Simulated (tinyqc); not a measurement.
Inside a calculation. Method: CIS on RHF in the sto-3g basis, frozen core, for H2O, spin multiplicity 1. One step of it, computed by the program tinyqc.

Task: CIS singlet states. Diagonalise A (1 hartree = 27.211386 eV); each vector has its largest component positive (the first on a tie). The transition dipole is mu = sqrt2 sum c_ia <i|r|a>.

CIS matrix A, singlet (hartree), lower triangle:
```
          2>6        2>7       3>6       3>7       4>6       4>7       5>6       5>7
2>6  1.435977
2>7  0.000000   1.507774
3>6  0.000000  -0.031388  0.790550
3>7  0.054219   0.000000  0.000000  1.066074
4>6  0.065474   0.000000  0.000000  0.103774  0.609393
4>7  0.000000  -0.018442  0.042939  0.000000  0.000000  0.709938
5>6  0.000000   0.000000  0.000000  0.000000  0.000000  0.000000  0.464544
5>7  0.000000   0.000000  0.000000  0.000000  0.000000  0.000000  0.000000  0.558144
```

dipole integrals <i|r|a> (bohr):
```
            x          y          z
2>6  0.000000   0.000000  -0.089057
2>7  0.000000  -0.148999   0.000000
3>6  0.000000  -0.885881   0.000000
3>7  0.000000   0.000000  -0.603814
4>6  0.000000   0.000000  -0.425515
4>7  0.000000  -0.662100   0.000000
5>6  0.078840   0.000000   0.000000
5>7  0.000000   0.000000   0.000000
```

Give: singlet excitation energies; lowest vectors; oscillator strengths 2/3 w |mu|^2.

Result:

singlet excitation energies (eV): 12.641  15.188  15.882  18.812  21.967  29.288  39.497  41.080

lowest vectors:
```
     state 1  state 2  state 3  state 4  state 5  state 6
2>6    0.000    0.000   -0.062    0.000    0.000   -0.180
2>7    0.000    0.000    0.000    0.006    0.051    0.000
3>6    0.000    0.000    0.000   -0.396    0.917    0.000
3>7    0.000    0.000   -0.203    0.000    0.000    0.965
4>6    0.000    0.000    0.977    0.000    0.000    0.189
4>7    0.000    0.000    0.000    0.918    0.395    0.000
5>6    1.000    0.000    0.000    0.000    0.000    0.000
5>7    0.000    1.000    0.000    0.000    0.000    0.000
```

oscillator strengths 2/3 w |mu|^2: 0.004  0.000  0.064  0.062  1.260  0.601
